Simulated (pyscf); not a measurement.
PySCF, gas phase, ωB97X-D3(BJ)/def2-SVP geometries.

### Question
CH₄ (SMILES C) + Cl–SiH•–Cl (SMILES Cl[SiH]Cl) -> H₃C–SiH•–Cl (SMILES C[SiH]Cl) + HCl (SMILES Cl)
Surface: doublet. Broken: C–H, Cl–Si. Formed: C–Si, Cl–H. Give ΔE‡ and ΔE from ωB97M-D3(BJ)/def2-TZVP, relative to the separated reactants.

### Answer
ΔE‡ = 240.9 kJ/mol, ΔE = +101.3 kJ/mol. Zero-point energy shifts the barrier by -7.9 kJ/mol. It is a four-centre exchange, with an imaginary mode of 1112i cm⁻¹. The same reactants have a lower exit, to H₃C–SiH(Cl)–Cl + H• (barrier +183.4 kJ/mol at ωB97M-D3(BJ)/def2-TZVP, against +240.9 kJ/mol here). One saddle was located; it need not be the lowest between these sides.
